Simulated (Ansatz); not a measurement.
Two isomers of C5H8: A = `C#CC(C)C`, B = `C=C1CC1C`.

Computed with Ansatz on PBE0-D4/def2-TZVP structures; ΔE is electronic, products minus reactants. CBS: MP2 limit from def2 TZ/QZ plus the TZ coupled-cluster correction, frozen cores. DFT in def2-TZVPP. B3LYP here is the variant with VWN-RPA as its local correlation; programs differ in this.

**Question.** Which is lower in electronic energy at CCSD(T)/CBS, and by how much? (An estimate is asked.)

**Answer.** The calculation gave: A, by 24.3 kJ/mol.

**Question.** Give E(B) − E(A) in kJ/mol with CCSD/def2-TZVPP, B2PLYP, PBE0-D4, B3LYP, PBE-D4, r2SCAN-D4, CCSD(T)/def2-TZVPP. (An estimate is asked.)

**Answer.** The calculation gave: CCSD/def2-TZVPP 23.5, B2PLYP 22.2, PBE0-D4 -6.5, B3LYP 13.4, PBE-D4 -6.1, r2SCAN-D4 1.1, CCSD(T)/def2-TZVPP 23.4. The order is the other way round with PBE0-D4, PBE-D4.

Largest T1 diagnostic: 0.010.
